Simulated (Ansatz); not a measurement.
Energy needed to pull apart CH$_{6}$Al$_{2}$ (SMILES [CH3][AlH][AlH2]), singlet, into free ground-state atoms, from the structure below (displaced at random from a GFN2-xTB minimum); no zero-point or spin–orbit terms; open-shell atoms are treated unrestricted, in their ground-state multiplicity.

```csv
atom,x (Å),y (Å),z (Å)
C1,-0.6928,1.6366,-0.9286
Al2,0.1085,-0.0274,-0.1070
Al3,0.4466,-1.8570,1.6637
H4,-0.1179,1.9384,-1.8708
H5,-1.6581,1.4602,-1.2997
H6,-0.8036,2.5420,-0.3008
H7,1.4669,-0.7300,-0.8844
H8,1.8001,-2.3987,0.7454
H9,-0.2129,-2.5066,2.8047
```

Ansatz 0.2.0; basis: def2-TZVPP; cores frozen in the correlated methods. B3LYP uses VWN-RPA correlation.

```tsv
method	atomization energy (kJ/mol)
PBE-D4	2476
r2SCAN-D4	?
PBE0-D4	2465
B3LYP-D4	2482
r2SCAN0-D4	2473
wB97M-V	2486
HF	?
MP2	2416
CCSD	2413
CCSD(T)	2436
```

Task: What does r2SCAN-D4 give? (Judge from chemistry; the value comes from the calculation.)

Result: Computed: 2492 kJ/mol, which is about 57 kJ/mol more than CCSD(T)/def2-TZVPP.

Task: What does HF give? (To be estimated.)

Result: Computed: 1876 kJ/mol, which is about 560 kJ/mol less than CCSD(T)/def2-TZVPP.

In triple zeta the MP2 and coupled-cluster atomization energies are still short of their basis limit by a few kcal/mol a bond, whereas those of the functionals are nearly converged, so these differences are not deviations from converged CCSD(T).

T1 diagnostic: at most 0.011.

For scale, one of the runs: CCSD(T)/def2-TZVPP forces, 199 basis functions (an equivalent command: `ansatz run in.yaml --threads 4`). The run took 99 s on 4 CPU threads (shared host), with 4.4 GiB of host memory at its peak.
